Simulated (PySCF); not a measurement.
Na2, SMILES [Na][Na].

The structure is a stationary point at B3LYP-D3(BJ)/def2-TZVPD.

Calculation: PySCF with B3LYP-D3(BJ)/def2-TZVPD.

Frequencies are harmonic and unscaled.

Computed vibrational spectrum:
```tsv
mode	ν (cm⁻¹)	IR (km/mol)	Raman (Å⁴/amu)	depolarisation	moving atoms (share of kinetic energy)
1	159	0.0	603.0	0.15	Na 100 %
```
